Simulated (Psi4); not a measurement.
**HF (hydrogen fluoride), step by step**

We compute a series of 10 runs (PBE-D4/def2-SVP, PBE0-D4/def2-TZVP, PBE-D4/def2-TZVPP, r2SCAN-D4/def2-TZVPP, B3LYP-D4/def2-TZVPP, PBE0-D4/def2-TZVPP, wB97M-V/def2-TZVPP, CCSD(T)/def2-TZVPP, and more) of HF (hydrogen fluoride). The job is set up through a Python script.

The results are computed with Psi4 1.11.

**1. Starting point**

HF has 2 atoms, charge 0, and is taken as a singlet. As SMILES, `F`. The shape is that of a GFN2-xTB, rattled optimisation. The run starts from this shape.

Bond lengths: F1–H2 0.960 Å.

**2. A structure relaxation at PBE-D4/def2-SVP (density fitting) (run 1)**

File run.py:

```python
import psi4

psi4.set_memory('3300 MB')
psi4.set_num_threads(2)
psi4.core.set_output_file('run.log', False)

mol = psi4.geometry("""
F     -0.412611     0.108071    -0.166396
H      0.434984    -0.126736     0.217475
symmetry c1
""")

options = {'basis': 'def2-SVP', 'scf_type': 'df', 'geom_maxiter': 60, 'max_force_g_convergence': 0.0005}
psi4.set_options(options)

result, w = psi4.optimize('pbe-d4', return_wfn=True)
print(f'pbe-d4 energy: {result:.10f} Eh')
print(mol.to_string(dtype='xyz', units='Angstrom'))
```

Launch:

```bash
python run.py
```

run.log:

```text
[...]
  Running in c1 symmetry.
[...]
  Nuclear repulsion =    4.962898443488690
[...]
  Multiplicity = 1
[...]
  Nalpha       = 5
  Nbeta        = 5
[...]
    Number of basis functions: 19
[...]
   @DF-RKS iter   1:  -100.19992965841887   -1.38936e-01   2.15375e-02 ADIIS/DIIS
[...]
   @DF-RKS iter   6:  -100.25419824363354   -1.27898e-13   1.43292e-10 DIIS
[...]
  @DF-RKS Final Energy:  -100.25419824363354
   => Energetics <=
    Nuclear Repulsion Energy =              5.1092559427506119
    One-Electron Energy =                -150.4022049440449109
    Two-Electron Energy =                  55.7863363111375037
    DFT Exchange-Correlation Energy =     -10.7475157725466186
    Empirical Dispersion Energy =          -0.0000697809301288
    VV10 Nonlocal Energy =                  0.0000000000000000
    Total Energy =                       -100.2541982436335388
[...]
 Multipole Moments:
 ------------------------------------------------------------------------------------
     Multipole            Electronic (a.u.)      Nuclear  (a.u.)        Total (a.u.)
 ------------------------------------------------------------------------------------
 L = 1.  Multiply by 2.5417464519 to convert [e a0] to [Debye]
 Dipole X            :         -0.0000000            0.0000000           -0.0000000
 Dipole Y            :         -0.0000000            0.0000000           -0.0000000
 Dipole Z            :         -0.1621203            0.8741389            0.7120186
 Magnitude           :                                                    0.7120186
[...]
  -Total Gradient:
     Atom            X                  Y                   Z
    ------   -----------------  -----------------  -----------------
       1       -0.000000000000     0.000000000000     0.000228147936
       2        0.000000000000    -0.000000000000    -0.000227869136
[...]
```

Standard output:

```text
Some dependencies such as QCElemental have not yet finished migration to pydantic v2. If issues are encountered please downgrade pydantic or upgrade QCElemental as appropriate
Optimizer: Optimization complete!
pbe-d4 energy: -100.2541982436 Eh
2
0 1 FH
F                     0.000000000000     0.000000000000    -0.046957601554
H                     0.000000000000     0.000000000000     0.885192783824
```

Run time: 11 s. Hardware: 2 threads of Intel Xeon at 2.50GHz (Skylake/Cascade Lake), shared host; peak memory 0.25 GiB.

The path in brief:

```csv
step,energy from the first frame kept (eV),largest force (eV/Å)
0,0.0000,1.3673
1,-0.0192,0.1104
2,-0.0193,0.0117
```

After the run. Bond lengths: F1–H2 0.932 Å.

**3. A structure relaxation at PBE0-D4/def2-TZVP (density fitting) (run 2)**

File job.py:

```python
import psi4

psi4.set_memory('3300 MB')
psi4.set_num_threads(2)
psi4.set_output_file('fh.out', False)

mol = psi4.geometry("""
0 1
F     -0.411388     0.107732    -0.165842
H      0.411927    -0.120349     0.207033
symmetry c1
""")

psi4.set_options(dict(basis='def2-TZVP', scf_type='df', geom_maxiter=50, max_force_g_convergence=0.0002))

result, w = psi4.optimize("pbe0-d4", return_wfn=True)
print(f'pbe0-d4 energy: {result:.10f} Eh')
print(mol.to_string(dtype='xyz', units='Angstrom'))
```

Launch:

```bash
python job.py
```

fh.out:

```text
[...]
  Running in c1 symmetry.
[...]
  Nuclear repulsion =    5.109256070788378
[...]
  Multiplicity = 1
[...]
  Nalpha       = 5
  Nbeta        = 5
[...]
    Number of basis functions: 37
[...]
   @DF-RKS iter   1:  -100.33869941990956   -2.18633e-01   1.12800e-02 DIIS/ADIIS
[...]
   @DF-RKS iter   5:  -100.39194026698783   -5.96856e-12   6.36327e-09 DIIS
[...]
  @DF-RKS Final Energy:  -100.39194026698783
   => Energetics <=
    Nuclear Repulsion Energy =              5.1766541225606426
    One-Electron Energy =                -150.5302940506320795
    Two-Electron Energy =                  53.1005953687159931
    DFT Exchange-Correlation Energy =      -8.1388400955883764
    Empirical Dispersion Energy =          -0.0000556120440158
    VV10 Nonlocal Energy =                  0.0000000000000000
    Total Energy =                       -100.3919402669878309
[...]
 Multipole Moments:
 ------------------------------------------------------------------------------------
     Multipole            Electronic (a.u.)      Nuclear  (a.u.)        Total (a.u.)
 ------------------------------------------------------------------------------------
 L = 1.  Multiply by 2.5417464519 to convert [e a0] to [Debye]
 Dipole X            :         -0.0000000           -0.0000000           -0.0000000
 Dipole Y            :          0.0000000           -0.0000000            0.0000000
 Dipole Z            :         -0.1052647            0.8627579            0.7574932
 Magnitude           :                                                    0.7574932
[...]
  -Total Gradient:
     Atom            X                  Y                   Z
    ------   -----------------  -----------------  -----------------
       1       -0.000000000000    -0.000000000000     0.000022981144
       2       -0.000000000000     0.000000000000    -0.000021460658
[...]
```

On the terminal:

```text
Optimizer: Optimization complete!
pbe0-d4 energy: -100.3919402670 Eh
2
0 1 FH
F                     0.000000000000     0.000000000000    -0.046346230426
H                     0.000000000000     0.000000000000     0.873667891297
```

Wall time 13 s (2 threads of Intel Xeon at 2.50GHz (Skylake/Cascade Lake), shared host); peak memory 0.28 GiB.

Step by step:

```csv
step,energy from the first frame kept (eV),largest force (eV/Å)
0,0.0000,0.7042
1,-0.0043,0.0256
2,-0.0043,0.0012
```

After the run. Bond lengths: F1–H2 0.920 Å.

Runs 3 to 9 aren't shown in full; the table further down has their settings and results.

**4. A single-point energy at MP2/def2-QZVPP (density fitting, density fitting for correlation) (run 10)**

File fh.py:

```python
import psi4

psi4.set_memory('3300 MB')
psi4.set_num_threads(2)
psi4.core.set_output_file('fh.out', False)

geom = psi4.geometry("""
0 1
F     -0.410848     0.107582    -0.165597
H      0.401748    -0.117529     0.202423
symmetry c1
""")

psi4.set_options(dict(basis='def2-QZVPP', scf_type='df', num_frozen_docc=1))

energy_value, wavefunction = psi4.energy('mp2', return_wfn=True)
print(f'mp2 energy: {energy_value:.10f} Eh')
```

Launch:

```bash
python fh.py
```

fh.out:

```text
[...]
  Running in c1 symmetry.
[...]
  Nuclear repulsion =    5.176654251704704
[...]
  Multiplicity = 1
[...]
  Nalpha       = 5
  Nbeta        = 5
[...]
    Number of basis functions: 87
[...]
   @DF-RHF iter   1:  -100.03035230123653   -4.01108e-01   3.87284e-03 DIIS/ADIIS
[...]
   @DF-RHF iter   9:  -100.07003930834910   -4.14957e-12   2.41632e-09 DIIS
[...]
    Orbital Energies [Eh]
    ---------------------
    Doubly Occupied:
       1A    -26.294019     2A     -1.599275     3A     -0.766323
       4A     -0.649458     5A     -0.649458
[...]
  @DF-RHF Final Energy:  -100.07003930834910
   => Energetics <=
    Nuclear Repulsion Energy =              5.1766542517047043
    One-Electron Energy =                -150.5763213627022594
    Two-Electron Energy =                  45.3296278026484458
    Total Energy =                       -100.0700393083490951
[...]
 Multipole Moments:
 ------------------------------------------------------------------------------------
     Multipole            Electronic (a.u.)      Nuclear  (a.u.)        Total (a.u.)
 ------------------------------------------------------------------------------------
 L = 1.  Multiply by 2.5417464519 to convert [e a0] to [Debye]
 Dipole X            :          0.0000000           -0.0000000            0.0000000
 Dipole Y            :         -0.0000000           -0.0000000           -0.0000000
 Dipole Z            :         -0.0969407            0.8627579            0.7658171
 Magnitude           :                                                    0.7658171
[...]
```

Standard output:

```text
mp2 energy: -100.3668251531 Eh
```

Wall time 5.7 s (2 threads of Intel Xeon at 2.50GHz (Skylake/Cascade Lake), shared host); peak memory 0.24 GiB.

**5. All runs side by side**

```csv
run,level,geom maxiter,max force g convergence,energy (Eh),dipole moment (D),HOMO energy (eV),LUMO energy (eV),wall time
1,PBE-D4/def2-SVP (density fitting),60,0.0005,-100.254198,1.81,-8.39,0.68,11 s
2,PBE0-D4/def2-TZVP (density fitting),50,0.0002,-100.391940,1.93,-11.64,0.83,13 s
3,PBE0-D4/def2-TZVP (density fitting),–,–,-100.391940,1.93,–,–,22 s
4,PBE-D4/def2-TZVPP (density fitting),–,–,-100.393501,1.80,-9.38,-0.08,8.4 s
5,r2SCAN-D4/def2-TZVPP (density fitting),–,–,-100.446699,1.84,-9.93,0.90,12 s
6,B3LYP-D4/def2-TZVPP (density fitting),–,–,-100.492863,1.85,-11.34,0.32,8.4 s
7,PBE0-D4/def2-TZVPP (density fitting),–,–,-100.394128,1.85,-11.65,0.84,9.3 s
8,wB97M-V/def2-TZVPP (density fitting),–,–,-100.460778,1.84,-14.33,2.17,12 s
9,"CCSD(T)/def2-TZVPP (density fitting, density fitting for correlation)",–,–,-100.344704,–,-17.62,3.46,7.8 s
10,"MP2/def2-QZVPP (density fitting, density fitting for correlation)",–,–,-100.366825,–,-17.67,2.76,5.7 s
```

**6. Outcome**

```
                                                          quantity          value
                              run 10, MP2/def2-QZVPP: total energy  -100.36683 Eh
       run 10, MP2/def2-QZVPP: HOMO energy (Hartree–Fock orbitals)      -17.67 eV
       run 10, MP2/def2-QZVPP: LUMO energy (Hartree–Fock orbitals)        2.76 eV
     run 10, MP2/def2-QZVPP: HOMO–LUMO gap (Hartree–Fock orbitals)       20.43 eV
run 10, MP2/def2-QZVPP: correlation energy (1 core orbital frozen)     -296.8 mEh
```

**Reading.** Over runs 3, 4, 5, 6, 7, 8 the dipole moment (its size) runs from 1.80 D (PBE-D4/def2-TZVPP) to 1.93 D (PBE0-D4/def2-TZVP). The two ends differ in method and basis. Over runs 4, 5, 6, 7, 8 the HOMO–LUMO gap runs from 9.29 eV (PBE-D4/def2-TZVPP) to 16.51 eV (wB97M-V/def2-TZVPP). Totals of different functionals can't be ranked against each other. All runs together took 1.8 min, the longest 22 s.
